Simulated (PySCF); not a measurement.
Simulated outer-valence photoelectron spectrum of `[SiH3][SiH3]`. Computed with EOM-IP-CCSD/aug-cc-pVDZ in PySCF, restricted Hartree–Fock reference, 10 core orbitals frozen, non-relativistic, gas phase, PBE0-D3(BJ)/def2-SVP geometry.

Each root has a Gaussian of 0.8 eV full width with its one-hole share as area; cross sections and vibrations are left out, and the highest printed point is 100.

| ionisation energy (eV) | intensity |
| --- | --- |
| 9.4 | 0 |
| 9.6 | 1 |
| 9.8 | 5 |
| 10.0 | 13 |
| 10.2 | 28 |
| 10.4 | 42 |
| 10.6 | 44 |
| 10.8 | 33 |
| 11.0 | 18 |
| 11.2 | 10 |
| 11.4 | 14 |
| 11.6 | 33 |
| 11.8 | 64 |
| 12.0 | 91 |
| 12.2 | 100 |
| 12.4 | 97 |
| 12.6 | 98 |
| 12.8 | 98 |
| 13.0 | 81 |
| 13.2 | 50 |
| 13.4 | 22 |
| 13.6 | 7 |
| 13.8 | 2 |
| 14.0 | 0 |
| 14.2 | 0 |
| 14.4 | 0 |
| 14.6 | 0 |
| 14.8 | 0 |
| 15.0 | 0 |
| 15.2 | 0 |
| 15.4 | 0 |
| 15.6 | 0 |
| 15.8 | 0 |
| 16.0 | 2 |
| 16.2 | 6 |
| 16.4 | 16 |
| 16.6 | 30 |
| 16.8 | 40 |
| 17.0 | 37 |
| 17.2 | 25 |
| 17.4 | 12 |
| 17.6 | 7 |
| 17.8 | 10 |
| 18.0 | 21 |
| 18.2 | 33 |
| 18.4 | 37 |
| 18.6 | 29 |
| 18.8 | 17 |
| 19.0 | 7 |
| 19.2 | 2 |
| 19.4 | 0 |

Problem. Where are the maxima, and how many lines lie under the curve?

Solution. 5 maxima, at 10.5, 12.2, 12.7, 16.9 and 18.4 eV, from 5 lines (7 roots with degenerate partners counted).

Problem. List the lines with their holes.

Solution. 
```json
{"E (eV)": "10.53", "leading hole (HF orbital)": "HOMO", "area": "0.96", "Koopmans (eV)": "10.99"}
{"E (eV)": "12.08", "leading hole (HF orbital)": "HOMO-1/HOMO-2", "area": "1.88", "Koopmans (eV)": "12.79"}
{"E (eV)": "12.83", "leading hole (HF orbital)": "HOMO-3/HOMO-4", "area": "1.87", "Koopmans (eV)": "13.55"}
{"E (eV)": "16.87", "leading hole (HF orbital)": "HOMO-5", "area": "0.85", "Koopmans (eV)": "18.45"}
{"E (eV)": "18.37", "leading hole (HF orbital)": "HOMO-6", "area": "0.79", "Koopmans (eV)": "20.63"}
```

The widest gap, 4.04 eV, lies between 12.83 and 16.87 eV. Only orbitals with −ε under 21 eV, eight at most, were ionised, so the high end of the curve may lack lines.
